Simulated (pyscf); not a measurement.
This saddle point was located with ωB97X-D3(BJ)/def2-SVP in PySCF.

```
B
O 1 1.2856
O 1 1.3560 2 143.62
H 3 0.9642 1 110.99 2 -1.47
O 1 1.5797 2 100.67 3 177.83
H 5 0.9685 1 114.96 2 -111.44
H 5 1.1172 6 114.06 1 -77.79
```

Surface: singlet, charge 0. Lowest wavenumbers (cm⁻¹): 1214i, 363, 412, 492, 547.

### Question
Name the species on either side of this saddle.

### Answer
HO–B(OH)–OH (SMILES OB(O)O) ⇌ H₂O (SMILES O) + O=B–OH (SMILES O=BO), an elimination read from left to right: B–O, H–O broken and H–O formed. At CCSD(T)/def2-TZVPP + ΔMP2(QZVPP) it lies +2.52 eV from the left side and +0.18 eV from the right (each side as separated species at their lowest minima found). On the product side the descent ends in an adduct with a B–O contact, 0.28 eV under the separated species and 0.35 eV under the saddle at ωB97X-D3(BJ)/def2-TZVP. What is counted as broken (B–O) persists as a longer contact in the product adduct; parting that adduct is a step of its own. This is the saddle that the search found; another between the same sides may lie lower. The CCSD(T) − MP2 part came from Ansatz, without density fitting, on the same reference.
